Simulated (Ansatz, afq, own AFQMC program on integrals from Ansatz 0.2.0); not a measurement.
AlNH2, singlet → AlNH$_{2}$⁺, doublet

```xyz
4

Al    0.0000    0.0000    0.6968
N     0.0000    0.0000   -1.0992
H     0.0000    0.8223   -1.6887
H     0.0000   -0.8223   -1.6887
```

Connectivity, by distances: Al–NH2.

E(doublet, charge +1) − E(singlet, charge +0) at this geometry, on RHF and UHF determinants.

Basis aug-cc-pVDZ. Only valence electrons are correlated. Ansatz 0.2.0 and our own AFQMC program on the same integrals; the CISD trial comes from CCSD amplitudes, and released means the phaseless constraint is let go. Uncertainties: one standard error, sampling alone. The errors of all members are added in quadrature.

No full CI on the walks' own integrals is used here; CCSDT(Q) serves as the reference and is uncertain by about the last step of the cluster series. Each member takes its own surest rung, up to full CI.

The best estimate is CCSD(T) at the basis-set limit (CBS: def2-TZVPP and def2-QZVPP, with their diffuse functions for anions and beside diffuse sets, CCSD(T) itself extrapolated) plus the step from CCSD(T) to CCSDT(Q) in aug-cc-pVDZ. Rows without CBS are in aug-cc-pVDZ, the functionals in def2-TZVP; B2PLYP and the wave-function rows carry a basis error of their own. Core correlation and relativity beyond core potentials are missing, and ± holds the sampling alone.

Cautions: AlNH₂⁺ (doublet): the released energies are still falling, so no released level is given (meV from the phaseless value at times in 1/Eh: -14 ± 3 at 0.24, -15 ± 3 at 0.51, -18 ± 4 at 0.99, -20 ± 5 at 1.62, -27 ± 7 at 2.40), though the last usable value meets CCSDT(Q) within the noise, its ph-AFQMC/CISD value lies 21 ± 5 meV above CCSDT(Q).

Best estimate: 196.6 kcal/mol.

| level | vertical ionization energy (kcal/mol) | error against the best estimate (kcal/mol) |
| --- | --- | --- |
| HF | 171.8 | -24.8 |
| MP2 | 188.1 | -8.6 |
| CCSD | 193.9 | -2.8 |
| CCSD(T) | 194.3 | -2.3 |
| CCSDT | 194.3 | -2.4 |
| CCSDT(Q) | 194.3 | -2.4 |
| ph-AFQMC/CISD | 194.7 ± 0.2 | -1.9 ± 0.2 |
| HF/CBS | 171.6 | -25.1 |
| MP2/CBS | 191.7 | -4.9 |
| CCSD(T)/CBS | 196.7 | 0.0 |
| PBE | 193.7 | -2.9 |
| r2SCAN | 190.2 | -6.4 |
| PBE0 | 193.6 | -3.0 |
| B3LYP | 196.9 | 0.2 |
| wB97M-V | 196.8 | 0.2 |
| B2PLYP | 193.8 | -2.8 |

Correlation beyond CCSD(T) changes it by less than 2 meV. Going to the basis-set limit adds 2.4 kcal/mol at CCSD(T). The perturbative (T) step is worth +0.4 kcal/mol. The functionals spread over 6.7 kcal/mol; wB97M-V and B3LYP come nearest and r2SCAN is 6.4 kcal/mol too low.

Best estimates are given only where the step beyond CCSD(T) is under 0.3 eV and no member's determinant is very poor (T1 over 0.05, or 0.07 for open shells, ⟨S²⟩ too high by 0.3, two states mixed), so the hardest cases are missing from such tables.

The functionals ran in a triple-zeta set and keep a basis error of their own, a few kJ/mol for each bond in atomization energies and more for double hybrids, so close places among them and the extrapolated levels can swap.

CCSDT and higher add their correlation energy to the determinant of the CCSD(T) run, since their own runs factorise the integrals more tightly (a shift of under 2 meV). Each member of a difference takes its own highest rung, so a best estimate needn't equal the limit plus the step of one row. A walk keeps the symmetry of its determinant, which the program's search chose and which needn't be the lowest solution, so a lower state of the same spin and another symmetry isn't excluded.
